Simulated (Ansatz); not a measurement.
# Worked example: the barrier

An elementary step of CH₉NSi, closed shell (SiNH₅ ([NH2][SiH3]) + CH₄ → CH₆Si ([CH3][SiH3]) + NH₃; bonds formed: Si1–C7, N2–H6; bonds broken: Si1–N2, H6–C7). “Start” is the structure reached by relaxing down from the saddle towards the reactants; PBE0-D4/def2-TZVP structures. The saddle:

```
atom    x (Å)    y (Å)    z (Å)
 Si1  -1.0473  -0.0248   0.3085
  N2   0.5319  -0.3895   1.2547
  H3  -1.9528  -0.2554   1.5069
  H4  -1.3653   1.3925   0.0083
  H5  -1.4860  -1.1233  -0.5851
  H6   0.9194  -0.1658   0.1779
  C7   0.6443   0.3205  -1.2866
  H8   0.6165  -1.3255   1.6377
  H9   0.7778   0.2931   1.9634
 H10   1.1847   1.2756  -1.2547
 H11  -0.1501   0.4389  -2.0289
 H12   1.3268  -0.4362  -1.7020
```

Computed with Ansatz 0.2.0 (basis: def2-TZVPP and def2-QZVPP); correlated methods freeze the cores.

Energies in eV:

| quantity | saddle | start |
| --- | --- | --- |
| Hartree–Fock, triple zeta (X = 3) | -10515.33754 | -10518.93851 |
| Hartree–Fock, quadruple zeta (X = 4) | -10515.72462 | -10519.33729 |
| MP2 correlation, X = 3 | -15.86047 | -15.02759 |
| MP2 correlation, X = 4 | -16.88882 | -16.04632 |
| CCSD(T) correlation, X = 3 | -17.70986 | -16.92782 |

(1) Work out the barrier at the basis limit: extrapolate Hartree–Fock as E(X) = E∞ + A exp(−7.88 √X) and the MP2 correlation as E(X) = E∞ + B X^−2.97 (the exponents that Neese and Valeev fitted for def2-TZVPP and QZVPP), then add CCSD(T) − MP2 in triple zeta.

No T1 diagnostic of these runs exceeds 0.011.

Results:

(1) Each step is linear, so take the differences first (saddle − start): Hartree–Fock 3.60097 (X = 3) and 3.61267 (X = 4); MP2 correlation -0.83288 and -0.84250; CCSD(T) correlation -0.78204.
Two points give E∞ = E(4) + w [E(4) − E(3)], with w = 1/(exp(7.88 (2 − √3)) − 1) = 0.1377 for Hartree–Fock and w = 1/((4/3)^2.97 − 1) = 0.7407 for the correlation.
Hartree–Fock: 3.61267 + 0.1377 × 0.01170 = 3.6143 eV.
MP2 correlation: -0.84250 + 0.7407 × (-0.00962) = -0.8496 eV.
CCSD(T) − MP2: -0.78204 − (-0.83288) = 0.0508 eV.
Sum: 3.6143 + (-0.8496) + 0.0508 = 2.8155 eV, or 64.93 kcal/mol. Plain CCSD(T) in triple zeta gives 2.8189 eV, so the larger basis shifts the result by -0.0034 eV.

Labels in which every atom is bracketed show which atoms are joined, not bond orders.

For scale, one of the runs: CCSD(T)/def2-TZVPP, 230 basis functions, launched by `ansatz run in.yaml --threads 4 --pin off --events-out ev --progress --plain --max-ram 9574MiB`. The run took 52 s on 4 CPU threads of an Arm Neoverse V1 (shared host), with 3.9 GiB of host memory at its peak.
